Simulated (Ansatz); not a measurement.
Molecule: H2O2 (charge +1, doublet). 
Coordinates optimised at B3LYP-D3(BJ)/def2-TZVP (Ansatz, an electronic-structure program):
```xyz
4

O     -0.0244     0.6530     0.0290
O      0.0244    -0.6530    -0.0290
H      0.9296     0.9428    -0.0217
H     -0.9296    -0.9428     0.0217
```
Charge +1, spin multiplicity 2.

Basis-set convergence of Hartree-Fock and CCSD correlation energies (hartree) with Ansatz. Correlated levels leave the core frozen unless marked. UHF or UKS for open shells. Spin-orbit coupling is left out. Non-relativistic.

| basis | functions | E(HF) | E(corr, CCSD) |
|---|---|---|---|
| aug-cc-pVDZ | 64 | -150.44516 | -0.40099 |
| aug-cc-pVTZ | 138 | (withheld) | (withheld) |

Q: Fill in the missing entries.

A: 
- aug-cc-pVTZ, E(HF): -150.48433
- aug-cc-pVTZ, E(corr, CCSD): -0.48222
